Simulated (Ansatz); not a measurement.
Input file:

```yaml
crystal:
  periodic: [false, false, false]
  atoms:
    - {symbol: Si, position_ang: [0.000000, 0.000000, 0.000000]}
    - {symbol: Ga, position_ang: [0.000000, 0.000000, 2.418100]}
basis:
  gaussian: {orbitals: STO-3G, point_charges: [{charge: 1.00, position_ang: [3.454, 0.269, 0.435]}]}
magnetization: {spin_polarized: false, initial_magnetization: 1}
correlation: {active_space: {window: {electrons: 5, orbitals: 3}, fixed_orbitals: true}}
accuracy: high
scf: {lower_state_search: light}
```

```sh
$ ansatz run in.yaml --threads 1 --pin off --events-out ev --progress --plain --max-ram 2393MiB
```

The program prints:

```
368 factors; integrals over basis functions are off by at most 4.7e-9 eV
mean field evaluation 1: about -59490.6036 eV, gradient 7.4e0 eV
mean field evaluation 2: about -59490.6210 eV, gradient 7.4e0 eV
mean field evaluation 4: about -59491.4996 eV, gradient 1.0e1 eV
mean field evaluation 8: about -59492.0742 eV, gradient 1.2e1 eV
mean field evaluation 16: about -59496.7179 eV, gradient 6.9e-4 eV
mean field evaluation 32: about -59496.6328 eV, gradient 6.1e-1 eV
mean field evaluation 64: about -59496.7152 eV, gradient 1.1e-2 eV
mean field evaluation 96: about -59496.7063 eV, gradient 1.9e-1 eV
mean field evaluation 128: about -59496.7140 eV, gradient 1.4e-1 eV
mean field evaluation 160: about -59492.0368 eV, gradient 8.7e-2 eV
mean field evaluation 192: about -59492.5306 eV, gradient 1.1e0 eV
mean field -59496.71785872 eV, -2186.4640529840 hartree, gradient 1.7e-8 eV, S^2 0.750000; 18 other end points of the search recorded, 0 dependent functions left out
reference -59496.71785872 eV, -2186.4640529840 hartree; 23, 22 occupied and 4, 5 virtual orbitals, 368 factors
state -59496.71785872 eV, -2186.4640529840 hartree
Total energy: -59496.71785872 eV, -2186.4640529840 hartree
```

The active space holds one configuration alone, so it describes no static correlation.

Natural occupations: 2.0000 2.0000 1.0000.

Ran on 1 thread of Arm Neoverse V1, shared host: 2.7 s wall, 0.22 GiB peak host memory.
